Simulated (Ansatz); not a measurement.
# BH₂+ (singlet): from Hartree-Fock to the top rungs at distance B1–H2 = 1.609 Å, cc-pVQZ

An exercise on one series of results from a longer session: the logs are not shown, and one member is left open.

Method: cc-pVQZ, core rule «outside noble gas», up to 1 orbitals frozen; program: Ansatz 0.2.0, Gaussian basis.

To be run: UHF; CCSD(T) on RHF; BCCD(T) on RHF; CCSDT(Q) on RHF; CASSCF and MRCISD+Q, 4 electrons in 6 orbitals; CASSCF and NEVPT2, 4 electrons in 6 orbitals; Full CI.

**What is computed**

The geometry derives from a PBE0/def2-TZVP stationary point (not a proven minimum). One bond is set to the value named and the two fragments are kept rigid.

3 atoms, charge 1, spin multiplicity 1.

Atoms are counted from 1 here; the program's logs count them from 0.

Bond lengths: B1–H3 1.179 Å.

Set-up of the first run:

File in.yaml:

```yaml
crystal:
  periodic: [false, false, false]
  atoms:
    - {symbol: B, position_ang: [0.000000, 0.000000, 0.143273]}
    - {symbol: H, position_ang: [0.000000, 0.000000, -1.465727]}
    - {symbol: H, position_ang: [0.000000, 0.000000, 1.322454]}
basis:
  gaussian: {orbitals: cc-pVQZ}
total_charge: 1
magnetization: {spin_polarized: true, initial_magnetization: 0}
hamiltonian: {xc: hf}
output: {orbitals: {seedname: orbitals}}
```

The run is started by

```sh
ansatz run in.yaml --threads 1 --pin off --events-out ev --progress --plain --max-ram 4096MiB --backend cpu
```

Steps of the session up to this table: UHF; CCSD(T) on RHF; BCCD(T) on RHF; CCSDT(Q) on RHF; CASSCF and MRCISD+Q, 4 electrons in 6 orbitals; CASSCF and NEVPT2, 4 electrons in 6 orbitals; Full CI.

One table of the session follows, with a row left open; its other results are not shown here.

| method | from FCI (kJ/mol) |
| --- | --- |
| RHF | +253.5 |
| RMP2 | +53.6 |
| RCCSD | +4.8 |
| RCCSD(T) | +1.1 |
| BCCD(T) | +1.1 |
| RCCSDT | +0.1 |
| RCCSDT(Q) | 0.0 |
| CASSCF valence | +100.0 |
| NEVPT2 valence | +32.9 |
| MRCISD valence | +5.1 |
| MRCISD+Q valence | ? |
| FCI | 0 |

Q: Estimate the row for MRCISD+Q valence from the others.

**Answer.** from FCI (kJ/mol): +3.3. In the column «from FCI (kJ/mol)» it lies between BCCD(T) (+1.1) and RCCSD (+4.8).
